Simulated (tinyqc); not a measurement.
Inside a calculation. Method: extended Hueckel theory, for PH3. Computed by tinyqc, a small Python program that keeps every step (integrals from PySCF). Settings: charge = 0, K = 1.75, weighted = 1, multiplicity = 1. Command: `OMP_NUM_THREADS=1 python tinyqc.py 22440 22441 out.jsonl` (the two numbers bound the seeds that draw the settings). One thread of a shared host (Intel(R) Xeon(R) Processor @ 2.60GHz), about 0.01 s of CPU time with the checks.

## Overlaps

Geometry (angstrom):
```
atom          x          y         z
P      0.000000   0.000000  0.066000
H      1.443000   0.000000  0.000000
H     -0.722000   1.250000  0.000000
H     -0.722000  -1.250000  0.000000
```

Parameters chosen for this run:
```
element  shell  Slater exponent   H_ii (eV)
P           3s         1.750000  -18.600000
P           3p         1.300000  -14.000000
H           1s         1.300000  -13.600000
```

Slater orbitals, each expanded in six Gaussians scaled to its exponent.

overlap S:
```
           1P 3s     1P 3px     1P 3py     1P 3pz      2H 1s      3H 1s      4H 1s
1P 3s   1.000000   0.000000   0.000000   0.000000   0.382778   0.382550   0.382550
1P 3px  0.000000   1.000000   0.000000   0.000000   0.538929  -0.269490  -0.269490
1P 3py  0.000000   0.000000   1.000000   0.000000   0.000000   0.466569  -0.466569
1P 3pz  0.000000   0.000000   0.000000   1.000000  -0.024650  -0.024635  -0.024635
2H 1s   0.382778   0.538929   0.000000  -0.024650   1.000000   0.042427   0.042427
3H 1s   0.382550  -0.269490   0.466569  -0.024635   0.042427   1.000000   0.042423
4H 1s   0.382550  -0.269490  -0.466569  -0.024635   0.042427   0.042423   1.000000
```

## Wolfsberg-Helmholz matrix

diagonal H_ii (eV): 1P 3s -18.600000, 1P 3px -14.000000, 1P 3py -14.000000, 1P 3pz -14.000000, 2H 1s -13.600000, 3H 1s -13.600000, 4H 1s -13.600000

K = 1.750000

H_ij = K' S_ij (H_ii + H_jj)/2 for i != j (the diagonal keeps H_ii), with K' = K + D^2 + D^4 (1 - K), D = (H_ii - H_jj)/(H_ii + H_jj), K = 1.75.

H (eV):
```
             1P 3s      1P 3px      1P 3py      1P 3pz       2H 1s       3H 1s       4H 1s
1P 3s   -18.600000    0.000000    0.000000    0.000000  -10.930668  -10.924173  -10.924173
1P 3px    0.000000  -14.000000    0.000000    0.000000  -13.016688    6.508967    6.508967
1P 3py    0.000000    0.000000  -14.000000    0.000000    0.000000  -11.268988   11.268988
1P 3pz    0.000000    0.000000    0.000000  -14.000000    0.595358    0.595003    0.595003
2H 1s   -10.930668  -13.016688    0.000000    0.595358  -13.600000   -1.009766   -1.009766
3H 1s   -10.924173    6.508967  -11.268988    0.595003   -1.009766  -13.600000   -1.009665
4H 1s   -10.924173    6.508967   11.268988    0.595003   -1.009766   -1.009665  -13.600000
```

## Orbitals

valence electrons = 8

Solve H C = S C e through S^(-1/2); fill by pairs from the bottom, a degenerate level sharing its electrons equally; each orbital has its largest coefficient positive (the first on a tie).

orbital energies (eV): -21.472346  -17.848112  -17.847188  -14.009453  4.990994  8.338682  8.363804

occupations: 2.000000  2.000000  2.000000  2.000000  0.000000  0.000000  0.000000

coefficients:
```
              MO1        MO2        MO3        MO4        MO5        MO6        MO7
1P 3s    0.671513  -0.000061   0.000000   0.045786   1.108672   0.000000   0.002860
1P 3px   0.000023   0.573593   0.000000   0.000000  -0.002845   0.000000   1.227127
1P 3py   0.000000   0.000000   0.573640   0.000000   0.000000   1.226645   0.000000
1P 3pz  -0.006290   0.000000   0.000000   0.998425  -0.077047   0.000000  -0.000196
2H 1s    0.237302   0.432975   0.000000  -0.012588  -0.676951   0.000000  -1.045594
3H 1s    0.237159  -0.216610   0.375062  -0.012587  -0.680325  -0.903774   0.520377
4H 1s    0.237159  -0.216610  -0.375062  -0.012587  -0.680325   0.903774   0.520377
```

sum of one-electron energies = -142.354198 eV

## Mulliken analysis

P = C n C^T; charge = valence electrons (P 5, H 1) minus the sum of (P S)_ii on the atom; overlap population = 2 sum P_ij S_ij between two atoms.

charges: 1P -0.385571, 2H 0.128546, 3H 0.128512, 4H 0.128512

Overlap populations:
```
pair      value
2-1    0.779834
3-1    0.779673
3-2   -0.006339
4-1    0.779673
4-2   -0.006339
4-3   -0.006338
```
